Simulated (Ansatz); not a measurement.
# Tungsten, bcc under BLYP: ground state and equation of state

The plan for tungsten in the bcc structure: relax it, solve it on a dense k-mesh, switch on spin-orbit coupling, then scale the cell to 7 volumes from 88 to 112 % of the relaxed one and try a fit of the equation of state. The k-meshes are 14×14×14 for the relaxation; 22×22×22 for the dense run; 14×14×14 for spin-orbit coupling; 22×22×22 for the volumes. The starting cell is the deposited one, from the Crystallography Open Database.

Program: Ansatz 0.2.0. Level of theory: DFT BLYP, plane waves (420 eV) with PAW, scalar-relativistic; PBE-made PAW files. These are calculated values, not measurements.

## Step 1: The starting structure

Symmetry: Im-3m, No. 229, cubic system. The conventional cell has a = 3.165 Å, b = 3.165 Å, c = 3.165 Å, α = 90.00°, β = 90.00°, γ = 90.00°. W (site symmetry m-3m) has 8 W at 2.74 Å as nearest neighbours.

Structure file:

```
W
1.0
    -1.58234    1.58234    1.58234
     1.58234   -1.58234    1.58234
     1.58234    1.58234   -1.58234
W
1
Direct
  0.00000 0.00000 0.00000
```

## Step 2: Relaxing cell and atoms

The input, input.yaml:

```yaml
crystal:
  lattice:
    - [-1.58234, 1.58234, 1.58234]
    - [1.58234, -1.58234, 1.58234]
    - [1.58234, 1.58234, -1.58234]
  atoms:
    - { symbol: W, position: [0.0, 0.0, 0.0] }
hamiltonian:
  xc: blyp
  pseudopotentials:
    kind: paw
    azcp:
      W: "pseudopotentials/W.paw.azcp"
basis:
  ecutwfc: 420
  fft_grid_basis: typed
kpoints:
  mp_grid: { grid: [14, 14, 14], shift: [0, 0, 0] }
magnetization:
  spin_polarized: false
scf:
  occupations: { method: fermi_dirac, width: 0.1 }
relax:
  max_steps: 60
  f_tol: 0.01
  cell: {}
```

After this run come: Single point on a dense mesh; With spin-orbit coupling; Volume × 0.88; Volume × 0.92; Volume × 0.96; Volume × 1.0; Volume × 1.04; Volume × 1.08; Volume × 1.12.

What does the calculation give? Wanted: space group; conventional cell; volume; shortest distance; gap on the mesh; V₀, B₀, B₀′.

The runs gave:

```
                      quantity                         value
space group (spins left aside)               Im-3m (No. 229)
             conventional cell                   a = 3.220 Å
                        volume                16.694 Å³/atom
             shortest distance                       2.789 Å
   against the measured volume       +5.3 % (15.847 Å³/atom)
               gap on the mesh  none (levels filled in part)
                   V₀, B₀, B₀′  16.691 Å³/atom, 274 GPa, 4.3
```

What this shows: The volume comes out 5.3 % larger than measured. Cells that are too large are usual for this functional. Zero-point motion and any thermal expansion in the deposited cell, which the calculation lacks, would widen the miss. Levels at the Fermi energy are filled in part, as in a metal. The total energy of the spin-orbit run lies -25.0 eV/atom from the scalar one, but the two kinds of run don't share a zero of energy: only differences within one kind count. B₀ comes out at 274 GPa.
